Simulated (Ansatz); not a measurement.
Relaxation of C2H3O2 (7 atoms, charge 1, multiplicity 1), to a largest force component of 0.02 eV/Å in at most 50 steps.

The calculation used RKS B3LYP-D4/def2-SVPD in Ansatz.

```xyz
7
Properties=species:S:1:pos:R:3:forces:R:3
O -1.881 -0.330 -1.129 -0.84 -0.21 -0.23
C -0.843 -0.153 -0.440 0.44 0.30 0.09
C 0.117 0.199 0.197 0.05 0.13 0.34
O 1.094 0.365 1.153 -0.18 -0.17 -0.65
H -1.760 -0.687 -2.022 0.07 -0.11 -0.14
H 1.710 1.082 0.885 0.25 0.07 0.32
H 1.563 -0.475 1.355 0.22 -0.01 0.28
```

Problem. Where does it end, and by what steps?

Solution. The run converged. Limits of this set-up: the dipole of an ion depends on the origin. After 12 steps the energy has fallen by 0.082 eV; C3 moved furthest, 0.20 Å.

```tsv
step	energy less start (eV)	largest force component (eV/Å)	accepted
0	0.0000	0.838	yes
1	-0.0279	0.689	yes
2	-0.0453	0.796	yes
3	-0.0565	0.588	yes
4	-0.0587	0.919	yes
5	-0.0687	0.452	yes
6	0.0437	2.125	no
7	-0.0748	0.220	yes
8	-0.0696	0.798	no
9	-0.0811	0.122	yes
10	-0.0800	0.142	no
11	-0.0817	0.021	yes
12	-0.0817	0.018	yes
```

```xyz
7
Properties=species:S:1:pos:R:3
O -1.897 -0.411 -1.088
C -0.830 -0.097 -0.475
C 0.112 0.385 0.125
O 1.127 0.335 1.044
H -1.771 -0.756 -1.991
H 1.769 1.078 1.057
H 1.488 -0.534 1.329
```

The run took 26 s on 2 threads of Arm Neoverse V1 (shared host), peak memory 0.18 GiB.
